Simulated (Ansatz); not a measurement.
in.yaml

```yaml
crystal:
  periodic: [false, false, false]
  atoms:
    - {symbol: Sn, position_ang: [0.000000, 0.000000, 0.000000]}
    - {symbol: H, position_ang: [0.000000, 0.000000, 1.811200]}
basis:
  gaussian: {orbitals: def2-TZVPD}
magnetization: {spin_polarized: false, initial_magnetization: 1}
correlation: {method: fic_mrcisd_q, electrons: outside_noble_gas, active_space: {window: {electrons: 5, orbitals: 5}, shells: [{species: H, l: s, shell: 1}, {species: Sn, l: s, shell: 5}, {species: Sn, l: p, shell: 5}]}}
```

```sh
$ ansatz run in.yaml --threads 1 --pin off --events-out ev --progress --plain --max-ram 4160MiB --backend cpu
```

Question: Roughly how long does this take on 1 thread of AMD EPYC 7R13, shared host, and how much host memory?

Answer: 2.2 s wall and 0.2 GiB.

```
1002 factors; integrals over basis functions are off by at most 2.5e-7 eV
mean field evaluation 1: about -5820.1807 eV, gradient 6.3e0 eV
mean field evaluation 2: about -5820.1841 eV, gradient 6.3e0 eV
mean field evaluation 4: about -5820.4996 eV, gradient 9.0e-1 eV
mean field evaluation 8: about -5820.5030 eV, gradient 1.6e-1 eV
mean field evaluation 16: about -5820.5027 eV, gradient 2.7e-1 eV
mean field -5820.50326886 eV, -213.8995498517 hartree, gradient 3.3e-6 eV, S^2 0.750000; 2 other end points of the search recorded, 0 dependent functions left out
reference -5820.50326886 eV, -213.8995498517 hartree; 12, 11 occupied and 53, 54 virtual orbitals, 1002 factors
state -5821.34692301 eV, -213.9305535700 hartree
contracted CI cycle   1: correlation 0.00000000 eV, 0.0000000000 hartree, residual 8.64e0 eV
contracted CI cycle   2: correlation -1.48911318 eV, -0.0547239001 hartree, residual 1.98e0 eV
contracted CI cycle   3: correlation -1.56352847 eV, -0.0574586116 hartree, residual 5.48e-1 eV
contracted CI cycle   4: correlation -1.56840044 eV, -0.0576376530 hartree, residual 1.74e-1 eV
contracted CI cycle   5: correlation -1.56886849 eV, -0.0576548537 hartree, residual 4.81e-2 eV
contracted CI cycle   6: correlation -1.56890778 eV, -0.0576562974 hartree, residual 1.38e-2 eV
contracted CI cycle   7: correlation -1.56891088 eV, -0.0576564115 hartree, residual 3.92e-3 eV
contracted CI cycle   8: correlation -1.56891113 eV, -0.0576564204 hartree, residual 1.11e-3 eV
state -5821.34692301 eV, -213.9305535700 hartree; corrected -5822.98765521 eV, -213.9908493663 hartree
Total energy: -5822.98765521 eV, -213.9908493663 hartree
Checks for a lower state left out: starts, orbital_swaps
```

Natural occupations: 1.9731 1.9411 1.0000 0.0480 0.0377.

For the same geometry and basis full CI lies 2.1 meV higher.
